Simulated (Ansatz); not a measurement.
Consider the hydrogenolysis of a C–C bond: `N=C(O)CCO` + H₂ → `CC(=N)O` + CH₃OH.

Program: Ansatz. Geometries: PBE0-D4/def2-TZVP. ΔE: electronic, gas phase. CCSD(T)/CBS is the MP2 limit (def2-TZVPP, def2-QZVPP) plus CCSD(T) − MP2 in def2-TZVPP, frozen cores. This one scheme is used for every species. One conformer a species, not always the lowest.

```csv
species,HF/def2-TZVPP energy (Eh)
`N=C(O)CCO`,-321.98276
H₂,-1.13290
`CC(=N)O`,-208.04941
CH₃OH,-115.09501
```

(1) Work out ΔE.

Largest T1 diagnostic among the species: 0.013.

Answers

(1) ΔE = (-208.04941) + (-115.09501) − (-321.98276) − (-1.13290) = -0.02876 Eh = -0.78 eV. CCSD(T)/CBS gives -0.48 eV.

The D4 term adds +0.12 eV with B3LYP and +0.07 eV with PBE0; it sums over pairs of atoms, weighted by their polarisabilities, and B3LYP, whose exchange is more repulsive, gets the larger term. In def2-TZVPP, CCSD(T) changes the Hartree–Fock value by +0.32 eV (the triples alone add +0.07 eV) and MP2 by +0.35 eV. From PBE to PBE0 (25 % exact exchange), in def2-TZVPP and without D4, ΔE moves by −0.03 eV.

B3LYP here is the variant with VWN-RPA as its local correlation; programs differ in this.
